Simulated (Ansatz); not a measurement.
A calculation with Ansatz (development build ahead of 0.2.0).

```yaml
crystal:
  periodic: [false, false, false]
  atoms:
    - { symbol: C, position_ang: [0.0, 0.0, 0.0] }
    - { symbol: Al, position_ang: [0.66274, 0.88365, 1.91317] }
basis:
  gaussian: { orbitals: "6-31G" }
total_charge: 1
magnetization:
  initial_magnetization: 2
hamiltonian:
  xc: hf
correlation:
  method: fci
  frozen_orbitals: { Al: 5, C: 1 }
```

The input is written out in the form of the current development build from the run's settings.

Results

```
Converged    : yes
Total energy : -279.40783 hartree
State        : lowest triplet root, of any spatial symmetry
```
